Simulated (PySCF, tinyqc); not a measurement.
Worked calculation: RKS/PBE in the sto-3g basis, for OH-, spin multiplicity 1. The basis has no diffuse functions, so it cannot describe the extra electron: this is an exercise in the method, not the real anion. The lowest restricted solution is unstable here: a spin-polarised one lies 0.0023 hartree lower (PySCF). One step of it, computed by the program tinyqc.

Task: Iteration 1: building the Kohn-Sham matrix. J_ij = sum D_kl (ij|kl); F = H + J + V_xc; E = tr D H + tr D J / 2 + E_xc + E_nn.

D at the start:
```
            1O 1s      1O 2s    1O 2px    1O 2py     1O 2pz      2H 1s
1O 1s    2.110753  -0.469067  0.000000  0.000000   0.024635  -0.080439
1O 2s   -0.469067   1.992297  0.000000  0.000000  -0.092171   0.256959
1O 2px   0.000000   0.000000  2.000000  0.000000   0.000000   0.000000
1O 2py   0.000000   0.000000  0.000000  2.000000   0.000000   0.000000
1O 2pz   0.024635  -0.092171  0.000000  0.000000   1.935405   0.148820
2H 1s   -0.080439   0.256959  0.000000  0.000000   0.148820   0.046719
```

core Hamiltonian H = T + V (hartree):
```
             1O 1s      1O 2s     1O 2px     1O 2py     1O 2pz      2H 1s
1O 1s   -31.949121  -7.430118   0.000000   0.000000  -0.005662  -0.404377
1O 2s    -7.430118  -8.577620   0.000000   0.000000  -0.071384  -1.098233
1O 2px    0.000000   0.000000  -6.773535   0.000000   0.000000   0.000000
1O 2py    0.000000   0.000000   0.000000  -6.773535   0.000000   0.000000
1O 2pz   -0.005662  -0.071384   0.000000   0.000000  -6.806500  -0.915897
2H 1s    -0.404377  -1.098233   0.000000   0.000000  -0.915897  -3.130049
```

Two-electron integrals (ij|kl) in chemists' order, unique and non-zero (hartree):
```
(11|11) 4.785065   (21|11) 0.741380   (21|21) 0.136873   (22|11) 1.118947
(22|21) 0.256633   (22|22) 0.817206   (31|31) 0.024477   (32|31) 0.037809
(32|32) 0.180518   (33|11) 1.115814   (33|21) 0.256684   (33|22) 0.817023
(33|33) 0.880159   (41|41) 0.024477   (42|41) 0.037809   (42|42) 0.180518
(43|43) 0.047444   (44|11) 1.115814   (44|21) 0.256684   (44|22) 0.817023
(44|33) 0.785270   (44|44) 0.880159   (51|51) 0.024477   (52|51) 0.037809
(52|52) 0.180518   (53|53) 0.047444   (54|54) 0.047444   (55|11) 1.115814
(55|21) 0.256684   (55|22) 0.817023   (55|33) 0.785270   (55|44) 0.785270
(55|55) 0.880159   (61|11) 0.040433   (61|21) 0.007409   (61|22) 0.013828
(61|33) 0.013807   (61|44) 0.013807   (61|51) 0.000310   (61|52) 0.000589
(61|55) 0.013871   (61|61) 0.000405   (62|11) 0.123144   (62|21) 0.028708
(62|22) 0.104713   (62|33) 0.102892   (62|44) 0.102892   (62|51) 0.002091
(62|52) 0.017819   (62|55) 0.108248   (62|61) 0.001583   (62|62) 0.018564
(63|31) 0.002678   (63|32) 0.016755   (63|53) 0.003485   (63|63) 0.002355
(64|41) 0.002678   (64|42) 0.016755   (64|54) 0.003485   (64|64) 0.002355
(65|11) 0.101270   (65|21) 0.023876   (65|22) 0.093171   (65|33) 0.089373
(65|44) 0.089373   (65|51) 0.004088   (65|52) 0.030759   (65|55) 0.100662
(65|61) 0.001357   (65|62) 0.020153   (65|65) 0.024009   (66|11) 0.332892
(66|21) 0.078772   (66|22) 0.330863   (66|33) 0.321407   (66|44) 0.321407
(66|51) 0.005519   (66|52) 0.067416   (66|55) 0.349578   (66|61) 0.004346
(66|62) 0.083291   (66|65) 0.104490   (66|66) 0.774606
```

nuclear repulsion = 2.67092599 hartree

V_xc (hartree):
```
            1O 1s      1O 2s     1O 2px     1O 2py     1O 2pz      2H 1s
1O 1s   -3.095770  -0.429515   0.000000   0.000000   0.000488  -0.023610
1O 2s   -0.429515  -0.839028   0.000000   0.000000   0.002809  -0.091669
1O 2px   0.000000   0.000000  -0.833243   0.000000   0.000000   0.000000
1O 2py   0.000000   0.000000   0.000000  -0.833243   0.000000   0.000000
1O 2pz   0.000488   0.002809   0.000000   0.000000  -0.832894  -0.075252
2H 1s   -0.023610  -0.091669   0.000000   0.000000  -0.075252  -0.231671
```

E_xc = sum of w rho eps_xc = -9.95131276 hartree

Give: Coulomb J; Kohn-Sham matrix F; total energy of this density.

Result:

Coulomb J (hartree):
```
         1O 1s   1O 2s  1O 2px  1O 2py  1O 2pz  2H 1s
1O 1s   18.359   3.496   0.000   0.000  -0.003  0.189
1O 2s    3.496   8.693   0.000   0.000  -0.010  1.079
1O 2px   0.000   0.000   8.685   0.000   0.000  0.000
1O 2py   0.000   0.000   0.000   8.685   0.000  0.000
1O 2pz  -0.003  -0.010   0.000   0.000   8.686  0.946
2H 1s    0.189   1.079   0.000   0.000   0.946  3.347
```

Kohn-Sham matrix F (hartree):
```
          1O 1s   1O 2s  1O 2px  1O 2py  1O 2pz   2H 1s
1O 1s   -16.686  -4.364   0.000   0.000  -0.008  -0.239
1O 2s    -4.364  -0.723   0.000   0.000  -0.079  -0.111
1O 2px    0.000   0.000   1.078   0.000   0.000   0.000
1O 2py    0.000   0.000   0.000   1.078   0.000   0.000
1O 2pz   -0.008  -0.079   0.000   0.000   1.047  -0.045
2H 1s    -0.239  -0.111   0.000   0.000  -0.045  -0.014
```

total energy of this density = -73.35482 hartree
